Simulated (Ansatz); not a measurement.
in.yaml

```yaml
crystal:
  periodic: [false, false, false]
  atoms:
    - {symbol: Si, position_ang: [0.000000, 0.000000, 0.000000]}
    - {symbol: H, position_ang: [0.000000, 0.000000, 1.942000]}
basis:
  gaussian: {orbitals: cc-pVTZ-DK}
total_charge: -1
magnetization: {spin_polarized: true, initial_magnetization: 0}
correlation: {method: bccd, electrons: valence, diis_vectors: 2}
scf: {lower_state_search: light}
```

```sh
$ ansatz run in.yaml --threads 1 --pin off --events-out ev --progress --plain --max-ram 2393MiB
```

The program prints:

```
282 factors; integrals over basis functions are off by at most 1.2e-3 eV
mean field evaluation 1: about -7890.3286 eV, gradient 6.3e0 eV
mean field evaluation 2: about -7890.3346 eV, gradient 6.3e0 eV
mean field evaluation 4: about -7890.8094 eV, gradient 6.2e-1 eV
mean field evaluation 8: about -7890.8134 eV, gradient 7.0e-4 eV
mean field evaluation 16: about -7892.0843 eV, gradient 7.3e-1 eV
mean field evaluation 32: about -7890.8134 eV, gradient 3.0e-3 eV
mean field evaluation 64: about -7890.8134 eV, gradient 1.3e-4 eV
mean field evaluation 96: about -7892.1022 eV, gradient 6.5e-6 eV
mean field evaluation 128: about -7890.8134 eV, gradient 9.0e-4 eV
mean field evaluation 160: about -7889.0278 eV, gradient 4.2e-1 eV
...
cycle  16  -3.25310950 eV  change    4.4e-5 eV  update   2.5e-5
cycle  17  -3.25308723 eV  change    2.2e-5 eV  update   1.5e-5
cycle  18  -3.25307632 eV  change    1.1e-5 eV  update   9.3e-6
cycle  19  -3.25307338 eV  change    2.9e-6 eV  update   6.5e-6
cycle  20  -3.25307300 eV  change    3.8e-7 eV  update   4.9e-6
cycle  21  -3.25307440 eV  change   -1.4e-6 eV  update   3.8e-6
cycle  22  -3.25307590 eV  change   -1.5e-6 eV  update   3.0e-6
cycle  23  -3.25307790 eV  change   -2.0e-6 eV  update   2.5e-6
cycle  24  -3.25308030 eV  change   -2.4e-6 eV  update   2.1e-6
cycle  25  -3.25308303 eV  change   -2.7e-6 eV  update   1.6e-6
WARN: the results are in doubt because among natural orbitals full CI differs from the method by +0.503 eV
Total energy: -7895.35524391 eV, -290.1489535497 hartree
Relativity: scalar
In doubt: among natural orbitals full CI differs from the method by +0.503 eV
```

Ran on 1 thread of Arm Neoverse V1, shared host: 2.5 s wall, 0.14 GiB peak host memory.
